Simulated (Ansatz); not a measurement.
System: α-phase B. Method: LDA (Ansatz, a program for electronic structure, PAW).

Settings: plane-wave cutoff 520 eV, 8×8×8 k mesh, Fermi–Dirac smearing 0.01 eV, scalar-relativistic PAW data made under PBE.

Properties against volume:

Shape and atoms are relaxed at each volume.

| V (Å³/atom) | P (GPa) | direct gap at Γ (eV) | smallest gap on the k mesh (eV) | c (Å) |
|---|---|---|---|---|
| 6.707 | 9.98 | 1.557 | 1.165 | 12.239 |
| 6.847 | 4.75 | 1.648 | 1.270 | 12.317 |
| 6.986 | 0.00 | 1.741 | 1.376 | 12.393 |
| 7.126 | -4.30 | 1.838 | 1.485 | 12.467 |
| 7.266 | -8.21 | 1.939 | 1.598 | 12.539 |

The fundamental gap (1.38 eV at the equilibrium volume, with added k points) lies elsewhere than Γ–Γ.

Measured, for comparison: band gap 2.15 ± 0.02 eV (temperature not stated, no zero-point or thermal correction, EELS, this work, sources range from 2.00 to 2.40; as tabulated in Parakhonskiy et al. (2011), doi:10.1038/srep00096).
